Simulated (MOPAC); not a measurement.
MOPAC input (PM3):

```
PM3 FORCE THERMO(298,298) PRECISE LET UHF MS=0.5 GEO-OK AUX(PRECISION=9) THREADS=1
HBe

Be    0.00000000 1    0.00000000 1   -0.25327125 1
H     0.00000000 1    0.00000000 1    1.06172359 1
```

**Question.** Which zero-point energy does it print?

**Answer.** 2.57 kcal/mol, from the harmonic wavenumbers of PM3.
